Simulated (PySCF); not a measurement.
## Working out the ionisation energy of O

O [He] 2s2 2p4 (3P) → O⁺ [He] 2s2 2p3 (4S). All numbers are calculated (PySCF 2.14, no relativity, point nucleus, in cc-pVTZ (4s3p2d1f, 30 functions)). Frozen: 1s2. Energies in hartree (1 hartree = 27.21139 eV):

```csv
part,O (lower),O⁺ (upper)
UHF,-74.811757,-74.370374
CCSD correlation,-0.159294,-0.112698
(T),-0.002911,-0.001599
```

What does Hartree-Fock give?

(-74.370374) − (-74.811757) = 0.441383 hartree = 12.011 eV.

What do CCSD and CCSD(T) give?

The CCSD correlation energies differ by 0.046596 hartree = 1.268 eV and the triples by 0.001312 hartree = 0.036 eV, so CCSD gives 13.279 eV and CCSD(T) 13.315 eV.

Measured between the centres of the two terms (NIST): 13.608 eV, so CCSD(T) (valence) is off by -0.293 eV.

What remains against the reference includes basis incompleteness, the frozen core and higher excitations.
